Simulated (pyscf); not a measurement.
PySCF, gas phase, ωB97X-D3(BJ)/def2-SVP geometries.

### Question
H₂P–SiH₂–PH₂ → :HSi–PH₂ [singlet] + PH₃
Surface: singlet. Broken: P–Si, H–Si. Formed: H–P. Give ΔE‡ and ΔE from ωB97M-D3(BJ)/def2-TZVP, relative to the reactant's lowest minimum found.

### Answer
ΔE‡ = 54.5 kcal/mol, ΔE = +50.6 kcal/mol. CCSD(T)/def2-TZVPP + ΔMP2(QZVPP) gives 54.7 kcal/mol and +51.6 kcal/mol. Zero-point energy shifts the barrier by -1.6 kcal/mol. It is a 1,1-elimination, with an imaginary mode of 593i cm⁻¹. On the product side the descent ends in a complex, 4.5 kcal/mol under the separated species and 5.8 kcal/mol under the saddle at ωB97X-D3(BJ)/def2-TZVP. At ωB97X-D3(BJ) the barrier from the zero used here is 59.8 kcal/mol. :HSi–PH₂ [singlet] lies 11.4 kcal/mol over its isomer H₂Si=PH, and others may lie lower still (electronic energy, ωB97M-D3(BJ)). One saddle was located; it need not be the lowest between these sides. The CCSD(T) − MP2 part came from Ansatz, without density fitting, on the same reference.
